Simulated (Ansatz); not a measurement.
**Scan of [H···H···CH3], doublet**

Starting geometry:

```yaml
atoms:
  - { symbol: H, position_ang: [-2.0889, 0.0000, 0.0000] }
  - { symbol: H, position_ang: [-1.3439, 0.0000, 0.0000] }
  - { symbol: C, position_ang: [0.2301, 0.0000, 0.0000] }
  - { symbol: H, position_ang: [0.2301, -1.0800, 0.0000] }
  - { symbol: H, position_ang: [0.2301, 0.5400, 0.9353] }
  - { symbol: H, position_ang: [0.2301, 0.5400, -0.9353] }
```

From there H2 is moved from one fragment to the other while all else, the fragments' distance too, stays fixed; atoms are numbered as listed. Energies are in kJ/mol, counted from the starting geometry at the same level.

Basis 6-31G; Ansatz 0.2.0. Correlated methods freeze the noble-gas cores. R marks a restricted (for open shells ROHF) determinant, U an unrestricted one.

For open shells CISD is restricted-active-space CI with the open shells as a complete middle space.

Full CI is exact within this basis and frozen core; it isn't the basis-set limit. The frozen core follows each run's orbitals, which can shift R against U totals by a few meV.

```json
{"distance H1-H2 (Å)": "0.693", "full CI": "2.5", "unpaired electrons (full CI)": "1.02", "error UMP2": "-1.3", "error CISD": "-1.1", "error UCCSD(T)": "-0.1", "error RCCSDT": "0.0", "error UCCSDT": "0.0", "error RCCSDT(Q)": "0.0"}
{"distance H1-H2 (Å)": "0.745", "full CI": "0.0", "unpaired electrons (full CI)": "1.02", "error UMP2": "0.0", "error CISD": "0.0", "error UCCSD(T)": "0.0", "error RCCSDT": "0.0", "error UCCSDT": "0.0", "error RCCSDT(Q)": "0.0"}
{"distance H1-H2 (Å)": "0.814", "full CI": "7.7", "unpaired electrons (full CI)": "1.03", "error UMP2": "1.9", "error CISD": "1.8", "error UCCSD(T)": "0.1", "error RCCSDT": "0.0", "error UCCSDT": "0.0", "error RCCSDT(Q)": "0.0"}
{"distance H1-H2 (Å)": "0.883", "full CI": "21.0", "unpaired electrons (full CI)": "1.03", "error UMP2": "3.7", "error CISD": "4.0", "error UCCSD(T)": "0.2", "error RCCSDT": "0.0", "error UCCSDT": "0.0", "error RCCSDT(Q)": "0.0"}
{"distance H1-H2 (Å)": "0.952", "full CI": "34.0", "unpaired electrons (full CI)": "1.03", "error UMP2": "4.4", "error CISD": "5.6", "error UCCSD(T)": "0.3", "error RCCSDT": "0.1", "error UCCSDT": "0.1", "error RCCSDT(Q)": "0.0"}
{"distance H1-H2 (Å)": "1.022", "full CI": "43.9", "unpaired electrons (full CI)": "1.03", "error UMP2": "3.0", "error CISD": "5.4", "error UCCSD(T)": "0.3", "error RCCSDT": "0.1", "error UCCSDT": "0.1", "error RCCSDT(Q)": "0.0"}
{"distance H1-H2 (Å)": "1.091", "full CI": "50.2", "unpaired electrons (full CI)": "1.03", "error UMP2": "-0.7", "error CISD": "4.7", "error UCCSD(T)": "0.2", "error RCCSDT": "0.1", "error UCCSDT": "0.1", "error RCCSDT(Q)": "0.0"}
{"distance H1-H2 (Å)": "1.160", "full CI": "56.0", "unpaired electrons (full CI)": "1.03", "error UMP2": "-5.2", "error CISD": "3.0", "error UCCSD(T)": "0.1", "error RCCSDT": "0.1", "error UCCSDT": "0.1", "error RCCSDT(Q)": "0.0"}
{"distance H1-H2 (Å)": "1.229", "full CI": "66.5", "unpaired electrons (full CI)": "1.03", "error UMP2": "-8.9", "error CISD": "1.2", "error UCCSD(T)": "0.0", "error RCCSDT": "0.1", "error UCCSDT": "0.1", "error RCCSDT(Q)": "0.0"}
```

Unpaired electrons are Σ n²(2−n)² over natural occupations. Errors are those of relative energies. In total energy the starting point itself misses full CI by: UMP2 70.0, CISD 19.4, UCCSD(T) 1.0, RCCSDT 0.2, UCCSDT 0.2, RCCSDT(Q) 0.0 kJ/mol.

Spread of the error over the points with a reference, to 1.229 Å (largest less smallest): RCCSDT(Q) 0.0, UCCSDT 0.1, RCCSDT 0.1, UCCSD(T) 0.4, CISD 6.7, UMP2 13.4 kJ/mol.
